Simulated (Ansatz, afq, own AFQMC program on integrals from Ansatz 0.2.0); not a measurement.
NH, triplet: AFQMC among the cluster methods

```yaml
atoms:
  - { symbol: N, position_ang: [0.0000, 0.0000, 0.0000] }
  - { symbol: H, position_ang: [0.0000, 0.0000, 1.0385] }
```

Basis cc-pVQZ. Noble-gas cores (and the filled d shells of Ga–Kr and In–Xe) are frozen. Ansatz 0.2.0 and our own AFQMC program on the same integrals; the CISD trial comes from CCSD amplitudes, and released means the phaseless constraint is let go. Uncertainties: one standard error, sampling alone.

Determinant: UHF, the one that the program's search chose, which needn't be the lowest solution. The geometry is a PBE0/def2-TZVP stationary point of this or a neighbouring charge and spin state.

No full CI on the walks' own integrals is used here; CCSDT(Q) serves as the reference and is uncertain by about the last step of the cluster series.

Cautions: the ph-AFQMC/HF walk drifts between its halves (2.6 errors).

The T1 diagnostic is 0.0106. The weight of the determinant in the CISD state is 0.949 and the ⟨S²⟩ of the determinant is 2.016. The size of the correlated space is 6 electrons in 84 orbitals.

```
  level  correlation energy (eV)
    MP2                  -4.0187
   CCSD                  -4.4907
CCSD(T)                  -4.6124
```

(1) Estimate where phaseless AFQMC with a CISD trial lies against CCSD(T) on the same integrals.

(1) 0.34 ± 0.05 kcal/mol below CCSD(T).

Reference: CCSDT(Q), correlation energy -4.628 eV. The released energy is read at 1.50 1/Eh (meV from the phaseless value at times in 1/Eh: 0.0 ± 2.5 at 0.24, 1.7 ± 1.8 at 0.50, 0.8 ± 2.4 at 1.00, -0.4 ± 2.3 at 1.50).

```csv
level,E − E(reference) (kcal/mol),share of correlation (%)
CCSD(T),0.36,99.67
CCSDT,0.07,99.93
ph-AFQMC/HF,0.69 ± 0.47,99.36
ph-AFQMC/CISD,0.01 ± 0.05,99.99
released AFQMC,0.01 ± 0.05,99.99
```

A walk keeps the symmetry of its determinant, which the program's search chose and which needn't be the lowest solution, so a lower state of the same spin and another symmetry isn't excluded. Released energies are given only where the last usable release times agree within the noise; a slower fall can still hide under it.
